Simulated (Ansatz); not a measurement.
Consider the isomerisation: `CC1(C)C=C1F` → `C=C=C(F)CC`.

Program: Ansatz. Geometries: PBE0-D4/def2-TZVP. ΔE: electronic, gas phase. CCSD(T)/CBS is the MP2 limit (def2-TZVPP, def2-QZVPP) plus CCSD(T) − MP2 in def2-TZVPP, frozen cores. Functionals use def2-TZVPP. B3LYP here is the variant with VWN-RPA as its local correlation; programs differ in this. Each species was taken in one conformer, which may not be the lowest.

```csv
level,ΔE (kcal/mol),difference from CCSD(T)/CBS
PBE-D4,-20.7,1.1
r2SCAN-D4,-22.2,-0.4
PBE0-D4,-19.5,2.3
B3LYP-D4,-25.1,-3.3
ωB97X-V,-19.6,2.2
ωB97M-V,-21.5,0.3
B2PLYP,-23.6,-1.8
PBE,-21.2,0.6
r2SCAN,-22.3,-0.5
PBE0,-19.9,1.9
B3LYP,-25.9,-4.1
HF/def2-TZVPP,-26.8,-5.0
MP2/def2-TZVPP,-17.9,3.9
SCS-MP2/def2-TZVPP,-20.1,1.7
CCSD/def2-TZVPP,-22.3,-0.5
CCSD(T)/def2-TZVPP,-21.9,-0.1
HF/def2-QZVPP,-26.8,-5.0
MP2/def2-QZVPP,-17.8,4.0
SCS-MP2/def2-QZVPP,-20.0,1.8
HF/CBS(def2),-26.8,-5.0
MP2/CBS(def2),-17.8,4.0
CCSD/CBS(def2),-22.2,-0.4
CCSD(T)/CBS,-21.8,0
```

Largest T1 diagnostic among the species: 0.012.

The D4 term adds +0.8 kcal/mol with B3LYP and +0.4 kcal/mol with PBE0; it sums over pairs of atoms, weighted by their polarisabilities, and B3LYP, whose exchange is more repulsive, gets the larger term. From PBE to PBE0 (25 % exact exchange), in def2-TZVPP and without D4, ΔE moves by +1.2 kcal/mol.
